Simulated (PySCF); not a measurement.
# Level of theory and gas-phase deprotonation enthalpies: oxoethenylium

Structure: `[CH+]=C=O` ([C2HO]+). Non-hydrogen atoms are numbered in `[CH+:1]=[C:2]=[O:3]`.

All levels share the PBE0-D3(BJ)/ma-def2-SVP structures and the PBE0-D3(BJ)/ma-def2-SVP thermal terms; only the single-point energies (PySCF) change. Values are gas-phase deprotonation enthalpies (298 K, kJ/mol).

| level | C1 | time |
| --- | --- | --- |
| PBE0-D3(BJ)/6-31+G* | 643 | 1.5 s |
| r2SCAN-D3(BJ)/ma-def2-TZVP (grid 3) | 646 | 9.8 s |
| PBE0-D3(BJ)/def2-SV(P) | 647 | 1.2 s |
| PBE0-D3(BJ)/ma-def2-SVP | 649 | 1.4 s |
| LC-ωPBE/ma-def2-TZVP | 650 | 6.4 s |
| PBE0-D3(BJ)/6-31G | 650 | 0.89 s |
| PBE0-D3(BJ)/ma-def2-TZVP | 652 | – |
| PBE0-D3(BJ)/def2-TZVPD | 653 | 3.5 s |
| PBE0-D3(BJ)/jun-cc-pV(T+d)Z | 653 | 3.7 s |
| PBE0-D3(BJ)/def2-TZVP | 653 | 2.6 s |
| PBE0-D3(BJ)/aug-cc-pVTZ | 653 | 4.9 s |
| PBE0-D3(BJ)/pcseg-2 | 654 | 2.4 s |
| CAM-B3LYP-D3(BJ)/ma-def2-TZVP | 654 | 3.5 s |
| PBE0-D3(BJ)/def2-QZVPPD | 654 | 8.9 s |
| PBE0-D3(BJ)/def2-SVP | 655 | 1.1 s |
| PBE0-D3(BJ)/cc-pVTZ | 655 | 2.6 s |
| BHandHLYP/ma-def2-TZVP | 658 | 3 s |
| ωB97M-D3(BJ)/ma-def2-TZVP (grid 3) | 661 | 7.6 s |
| TPSSh-D3(BJ)/ma-def2-TZVP (grid 3) | 661 | 7.6 s |
| OPBE/ma-def2-TZVP | 662 | 6.3 s |
| B3LYP-D3(BJ)/ma-def2-TZVP | 667 | 3 s |
| M06/ma-def2-TZVP (grid 3) | 667 | 7.3 s |
| M06-L/ma-def2-TZVP (grid 3) | 668 | 9.9 s |
| BLYP-D3(BJ)/ma-def2-TZVP | 672 | 5.8 s |
| ωB97X-D3(BJ)/ma-def2-TZVP | 675 | 3.2 s |
| B97-2/ma-def2-TZVP | 675 | 2.9 s |

Times are wall times for all single points of a level on 1 thread of Arm Neoverse V1, a shared host; the dash marks the run that also made the structures. BLYP, LC-ωPBE, M06-L, OPBE, r2SCAN ran on a slower path of this set-up, which computes the density-fitting integrals anew in every SCF cycle while the other levels store them. So the times needn't show the usual order of cost, and those levels read slower than they are.

The spread: 31 kJ/mol, from 643 to 675.

Differences come from unrounded values, so a last digit can differ from that of the printed terms.
